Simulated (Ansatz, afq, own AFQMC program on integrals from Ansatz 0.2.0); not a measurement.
**BS, doublet in 6-31G, levels against full CI**

```xyz
2

B     0.0000    0.0000    0.0000
S     0.0000    0.0000    3.0230
```

Basis 6-31G. Only valence electrons are correlated. Integrals, coupled cluster, full CI and functionals: Ansatz 0.2.0; the random walks run on the same integrals in our own AFQMC program. The CISD trial takes its coefficients from CCSD amplitudes. Released means that phaseless walkers are propagated on without the constraint, phases kept. ± is one standard error of the sampling.

Determinant: UHF, the one that the program's search chose, which needn't be the lowest solution. The geometry is a point of a scan.

Full CI on the same integrals is exact in this basis and with this determinant's frozen core.

Cautions: strong correlation (T1 0.092, weight of the determinant 0.69, largest double 0.27); unrestricted determinant spin contaminated (⟨S²⟩ 1.53 against 0.75); the released energies have errors that jump between times, so the bars are unsure, so no released level is given (meV from the phaseless value at times in 1/Eh: -9 ± 5 at 0.24, -17 ± 5 at 0.51, -54 ± 32 at 0.99, -28 ± 5 at 1.62, -36 ± 8 at 2.40), though the last usable value meets full CI within the noise.

- T1 diagnostic: 0.0919
- weight of the determinant in the CISD state: 0.689
- ⟨S²⟩ of the determinant: 1.532
- size of the correlated space: 9 electrons in 16 orbitals

Reference: full CI, correlation energy -2.523 eV. The cautions show a poor starting determinant, so the rows tell how each method copes with it here, and full CI is the sure value.

| level | E − E(reference) (meV) | share of correlation (%) |
| --- | --- | --- |
| HF | 2523.0 | 0.00 |
| MP2 | 1229.9 | 51.25 |
| CCSD | 148.2 | 94.12 |
| CCSD(T) | 68.6 | 97.28 |
| CCSDT | 2.8 | 99.89 |
| CCSDT(Q) | -15.2 | 100.60 |
| CCSDTQ | -0.6 | 100.03 |
| ph-AFQMC/CISD | 42.4 ± 5.5 | 98.32 |

CCSDT and higher add their correlation energy to the determinant of the CCSD(T) run, since their own runs factorise the integrals more tightly (a shift of under 2 meV).
